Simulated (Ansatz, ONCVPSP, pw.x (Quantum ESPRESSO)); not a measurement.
pw.x on fcc Cl: one setting changed

Potential: optimised norm-conserving Vanderbilt (ONCV), ONCVPSP 4.0.1.1 (patched build), PBEsol; core [Ne], reference 3s1.75 3p5.25; waves: 3s: rc 1.10 bohr, ncon 3, nbas 7, qcut 5.2 1/bohr, 1 projector; 3p: rc 1.50 bohr, ncon 3, nbas 7, qcut 6.4 1/bohr, 3 projectors, debl 3.4 Ha; d scattering state at 0.44 Ha: rc 1.35 bohr, ncon 4, nbas 7, qcut 6.9 1/bohr, 2 projectors, debl 1.4 Ha; local part: polynomial inside 1.10 bohr (lpopt 5, dvloc0 0 Ha); core correction: none.

The reference run (k-mesh 13³, cutoffs 135/540 Ry, Fermi–Dirac 0.01 Ry, mixing_beta 0.4, conv_thr 1e-9, no spin) gives -0.16 GPa at 19.300 Å³/atom, where all-electron LAPW gives -0.05 GPa. This run, with its own iteration cap, changes k-mesh shift to 1.

```
&control
  calculation='scf', prefix='x', pseudo_dir='./', outdir='./tmp', tstress=.true., disk_io='none'
/
&system
  ibrav=0, nat=1, ntyp=1, ecutwfc=135, ecutrho=540, nbnd=11,
  occupations='smearing', smearing='fd', degauss=0.01
/
&electrons
  conv_thr=1e-09, mixing_beta=0.4, electron_maxstep=50
/
ATOMIC_SPECIES
Cl 1.0 Cl.UPF
CELL_PARAMETERS angstrom
  0.00000000 2.12900054 2.12900054
  2.12900054 0.00000000 2.12900054
  2.12900054 2.12900054 0.00000000
ATOMIC_POSITIONS crystal
Cl 0.0000 0.0000 0.0000
K_POINTS automatic
13 13 13 1 1 1
```

```bash
pw.x < Cl.scf.in > Cl.scf.out
```

Problem. How does the run end?

Solution. It converges in 4 iterations; the free energy moves by -0.1 meV/atom and the pressure by -0.01 GPa. The result is that of the reference run.

```
Message from routine setup:
     using ibrav=0 with symmetry is DISCOURAGED, use correct ibrav instead
     lattice parameter (alat)  =       5.6897  a.u.
     unit-cell volume          =     130.2429 (a.u.)^3
     number of electrons       =         7.00
     number of Kohn-Sham states=           11
     kinetic-energy cutoff     =     135.0000  Ry
     charge density cutoff     =     540.0000  Ry
     scf convergence threshold =      1.0E-09
     Exchange-correlation= PBESOL
     number of k points=   231  Fermi-Dirac smearing, width (Ry)=  0.0100
     iteration #  1     ecut=   135.00 Ry     beta= 0.40
     total energy              =     -29.89122626 Ry
     estimated scf accuracy    <       0.00005411 Ry
     iteration #  2     ecut=   135.00 Ry     beta= 0.40
     total energy              =     -29.89124989 Ry
     estimated scf accuracy    <       0.00001797 Ry
     iteration #  3     ecut=   135.00 Ry     beta= 0.40
     total energy              =     -29.89125234 Ry
     estimated scf accuracy    <       0.00000104 Ry
     iteration #  4     ecut=   135.00 Ry     beta= 0.40
     the Fermi energy is     4.3831 ev
!    total energy              =     -29.89125245 Ry
     estimated scf accuracy    <          5.3E-10 Ry
     smearing contrib. (-TS)   =      -0.00675486 Ry
     The total energy is F=E-TS. E is the sum of the following terms:
     one-electron contribution =       0.57240821 Ry
     hartree contribution      =       3.08807396 Ry
     xc contribution           =      -5.62483143 Ry
     ewald contribution        =     -27.92014832 Ry
     convergence has been achieved in   4 iterations
          total   stress  (Ry/bohr**3)                   (kbar)     P=       -1.74
     Message from routine punch:
     Nothing written, as per user request (disk_io='none')
```

The run took about 3.7 min on one core of a shared host (Neoverse-N1, 64 threads, 124 GiB, load 60).
